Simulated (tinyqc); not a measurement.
Worked calculation: Pariser-Parr-Pople SCF with singles CI, for the molecule Oc1cc[nH]c1 (SMILES; centres numbered as the heavy atoms are written). One step of it, computed by the program tinyqc.

Problem. Iteration 2: Fock matrix. F_rr = H_rr + P_rr gamma_rr / 2 + sum_(s != r) P_ss gamma_rs; F_rs = H_rs - P_rs gamma_rs / 2; E = tr P (H + F) / 2 + core repulsion sum_(r<s) z_r z_s gamma_rs.

P after iteration 1, order 1O, 2C, 3C, 4C, 5N, 6C:
```
[[1.896907, 0.241734, -0.246017, 0.057632, 0.097196, -0.188983],
 [0.241734, 1.411901, 0.622228, -0.126688, -0.269894, 0.490093],
 [-0.246017, 0.622228, 0.993339, 0.623343, -0.123265, -0.285738],
 [0.057632, -0.126688, 0.623343, 1.160364, 0.646338, -0.321749],
 [0.097196, -0.269894, -0.123265, 0.646338, 1.207300, 0.639390],
 [-0.188983, 0.490093, -0.285738, -0.321749, 0.639390, 1.330188]]
```

core matrix H (eV), order 1O, 2C, 3C, 4C, 5N, 6C:
```
[[-63.575749, -2.230000, 0.000000, 0.000000, 0.000000, 0.000000],
 [-2.230000, -61.481730, -2.390000, 0.000000, 0.000000, -2.390000],
 [0.000000, -2.390000, -54.875134, -2.390000, 0.000000, 0.000000],
 [0.000000, 0.000000, -2.390000, -54.633058, -2.370000, 0.000000],
 [0.000000, 0.000000, 0.000000, -2.370000, -58.170027, -2.370000],
 [0.000000, -2.390000, 0.000000, 0.000000, -2.370000, -57.806396]]
```

repulsion gamma_rs (eV), order 1O, 2C, 3C, 4C, 5N, 6C:
```
[[22.950000, 8.756978, 5.454510, 3.867179, 3.896286, 5.454510],
 [8.756978, 10.440000, 7.325980, 5.430111, 5.742851, 7.325980],
 [5.454510, 7.325980, 10.440000, 7.327847, 5.742060, 5.428166],
 [3.867179, 5.430111, 7.327847, 10.440000, 8.155651, 5.429441],
 [3.896286, 5.742851, 5.742060, 8.155651, 16.330000, 8.156894],
 [5.454510, 7.325980, 5.428166, 5.429441, 8.156894, 10.440000]]
```

Centres (angstrom, eV; a flat drawing with bonds scaled to 1.40 angstrom):
```
centre          x          y  core charge z          W   gamma_rr
1O       2.159000   0.000000              2  32.250000  22.950000
2C       0.759000   0.000000              1  12.400000  10.440000
3C      -0.064000   1.133000              1  12.400000  10.440000
4C      -1.395000   0.700000              1  12.400000  10.440000
5N      -1.395000  -0.700000              2  22.580000  16.330000
6C      -0.064000  -1.133000              1  12.400000  10.440000
```

Give: F; pi energy.

Solution.

F (eV), order 1O, 2C, 3C, 4C, 5N, 6C:
```
[[-7.5797, -3.2884, 0.6710, -0.1114, -0.1894, 0.5154],
 [-3.2884, -7.2441, -4.6692, 0.3440, 0.7750, -4.1852],
 [0.6710, -4.6692, -6.3438, -4.6739, 0.3539, 0.7755],
 [-0.1114, 0.3440, -4.6739, -9.2260, -5.0057, 0.8735],
 [-0.1894, 0.7750, 0.3539, -5.0057, -6.7957, -4.9777],
 [0.5154, -4.1852, 0.7755, 0.8735, -4.9777, -8.6326]]
```

pi energy = -134.2545 eV
